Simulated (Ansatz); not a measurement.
We consider 1T (CdI2-type) TiTe2, described by rVV10 (plane waves, PAW; Ansatz, a quantum-chemistry and plane-wave program).

Run with plane-wave cutoff 520 eV, 18×18×10 k mesh (along the axes of the cell as run), Fermi–Dirac smearing 0.05 eV, no spin polarisation, scalar-relativistic PAW data made under PBE.

Computed at the level's own relaxed cell.

Problem. Predict the bulk modulus B0, pressure derivative B′ of the bulk modulus, lattice parameter c, equilibrium volume per atom and lattice parameter a.

Solution. 
- bulk modulus B0 = 32.2 GPa
- pressure derivative B′ of the bulk modulus = 8.1
- lattice parameter c = 6.621 Å
- equilibrium volume per atom = 27.98 Å³/atom
- lattice parameter a = 3.826 Å

The run finds no gap.

Note: the bulk modulus comes from volumes at which shape and atoms were relaxed.

Spin–orbit coupling is not included; it can open a gap where bands touch, and shift volumes and moduli.

Static lattice: no zero-point or thermal effects.

Computing time: roughly 22 core-minutes.
